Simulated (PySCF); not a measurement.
Worked example: correlation energy of [AlH₂···H···H], doublet

All five atoms lie in one plane.

Geometry: a point of a hydrogen-transfer path between rigid fragments, not a stationary point.

```xyz
5

Al   -0.0957    0.0000    0.0000
H    -0.8886    1.3734    0.0000
H    -0.8886   -1.3734    0.0000
H     1.7973    0.0000    0.0000
H     2.5423    0.0000    0.0000
```

Basis 6-31G; PySCF 2.14.0. Correlated methods freeze the noble-gas cores, which leaves 7 electrons in 16 orbitals. Prefix R: restricted or restricted open-shell reference; prefix U: unrestricted.

Full CI is exact within this basis and frozen core; it isn't the basis-set limit. The frozen core follows each run's orbitals, which can shift R against U totals by a few meV.

Restricted and unrestricted runs freeze slightly different cores, so the step to full CI, which has another core, is uncertain by up to 0.1 kcal/mol.

```json
{"level": "UHF", "total energy (hartree)": "-244.077512"}
{"level": "UMP2", "total energy (hartree)": "-244.125445"}
{"level": "UCCSD", "total energy (hartree)": "-244.146658"}
{"level": "UCCSD(T)", "total energy (hartree)": "-244.147412"}
{"level": "UCCSDT", "total energy (hartree)": "-244.147809"}
{"level": "full CI", "total energy (hartree)": "-244.147833"}
```

**Question.** What is the correlation energy at full CI, and what share of it do UMP2 and UCCSD(T) recover?

**Answer.** E(corr) = -244.147833 − (-244.077512) = -0.070321 hartree = -1.914 eV. UMP2: -0.047933 / -0.070321 = 68.16 %. UCCSD(T): -0.069900 / -0.070321 = 99.40 %.

**Question.** By how many kcal/mol does UCCSD(T) miss full CI (1 hartree = 627.509 kcal/mol), and which steps make up the rest?

**Answer.** -244.147412 − (-244.147833) = 0.000421 hartree = 0.26 kcal/mol. Steps: UCCSDT − UCCSD(T) = -0.25, full CI − UCCSDT = -0.02 kcal/mol. That is within 1 kcal/mol of the reference in this basis, which itself misses far more of the correlation at the basis-set limit.
